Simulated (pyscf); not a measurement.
Structures and frequencies: ωB97X-D3(BJ)/def2-SVP in PySCF.

### Question
PBE/def2-TZVP puts the barrier of O=W(=O)(F)–F + water (H₂O) → O=W(OH)(OH)(F)–F (addition across a multiple bond or ene-type step; singlet surface; H–O broken, H–O, O–W formed) at 26.2 kJ/mol and the reaction energy at -67.0 kJ/mol, from the separated reactants. What do r²SCAN/def2-TZVP, M06-2X/def2-TZVP, ωB97M-D3(BJ)/def2-TZVP give on the same structures?

### Answer
r²SCAN: ΔE‡ = 16.9 kJ/mol, ΔE = -88.5 kJ/mol; M06-2X: ΔE‡ = 24.0 kJ/mol, ΔE = -89.1 kJ/mol; ωB97M-D3(BJ): ΔE‡ = 34.3 kJ/mol, ΔE = -78.0 kJ/mol. PBE's barrier lies among them. Its reaction energy lies over all of them, by 11.0 to 22.1 kJ/mol. On the reactant side the descent ends in an adduct with a O–W contact (not fully relaxed), 72.6 kJ/mol under the separated species and 99.1 kJ/mol under the saddle at ωB97X-D3(BJ)/def2-TZVP. What is counted as formed (O–W) is already present as a longer contact in the reactant adduct; forming that adduct is a step of its own. This is the saddle that the search found; another between the same sides may lie lower. Elements past Kr carry the def2 core potentials, without spin-orbit coupling.
